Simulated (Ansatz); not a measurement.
Input file for C$_{2}$H$_{3}$ClF$_{2}$O, SMILES `COC(F)(F)Cl`:

```yaml
crystal:
  periodic: [false, false, false]
  atoms:
    - {symbol: C, position_ang: [0.591610, -1.100694, -0.054624]}
    - {symbol: O, position_ang: [0.151967, -0.007475, 0.756451]}
    - {symbol: C, position_ang: [-0.493587, 0.963857, 0.104753]}
    - {symbol: F, position_ang: [-1.599467, 0.511555, -0.515104]}
    - {symbol: F, position_ang: [0.263411, 1.517833, -0.860569]}
    - {symbol: Cl, position_ang: [-0.952098, 2.209348, 1.260013]}
    - {symbol: H, position_ang: [-0.257973, -1.598928, -0.523645]}
    - {symbol: H, position_ang: [1.088622, -1.783238, 0.629702]}
    - {symbol: H, position_ang: [1.296016, -0.758558, -0.814077]}
basis:
  gaussian: {orbitals: def2-SVP}
correlation: {method: ccsd_t}
```

```sh
$ ansatz run in.yaml --threads 4 --pin off --events-out ev --progress --plain --max-ram 10444MiB
```

Log, shortened:

```
Functional definition: HF
999 factors; integrals over basis functions are off by at most 1.1e-3 eV
mean field evaluation 1: about -22044.8002 eV, gradient 4.5e1 eV
mean field evaluation 2: about -22044.9562 eV, gradient 4.5e1 eV
mean field evaluation 4: about -22049.0999 eV, gradient 3.2e0 eV
mean field evaluation 8: about -22049.1438 eV, gradient 2.3e-1 eV
mean field -22049.14399633 eV, -810.2910964187 hartree, gradient 1.3e-6 eV, S^2 0.000000; 0 other end points of the search recorded, 0 dependent functions left out
10 core orbitals not correlated: weight in the atoms' cores, before any rotation towards them, 1.000 or more for the frozen orbitals, at most 0.000 for the correlated occupied ones
reference -22049.14399633 eV, -810.2910964187 hartree; 19, 19 occupied and 74, 74 virtual orbitals, 999 factors
second order -26.01314086 eV of doubles, -0.00000000 eV of singles
cycle   1  -26.32737439 eV  change   -3.1e-1 eV  update   1.0e-1
cycle   2  -26.88989203 eV  change   -5.6e-1 eV  update   2.9e-2
cycle   3  -27.02516194 eV  change   -1.4e-1 eV  update   1.4e-2
cycle   4  -27.01929125 eV  change    5.9e-3 eV  update   2.7e-3
cycle   5  -27.01881273 eV  change    4.8e-4 eV  update   1.1e-3
cycle   6  -27.01912169 eV  change   -3.1e-4 eV  update   3.2e-4
cycle   7  -27.01887774 eV  change    2.4e-4 eV  update   1.1e-4
cycle   8  -27.01881201 eV  change    6.6e-5 eV  update   3.3e-5
cycle   9  -27.01882725 eV  change   -1.5e-5 eV  update   1.2e-5
perturbative correction -0.63203738 eV, -0.0232269453 hartree
Total energy: -22076.79486097 eV, -811.3072469515 hartree
```

Run time 7.5 s (4 threads of an Arm Neoverse V1 on a shared host); peak host memory 0.5 GiB.

The correlation energy is -27.651 eV, 2.3 % of it from (T); the T1 diagnostic reads 0.0106.
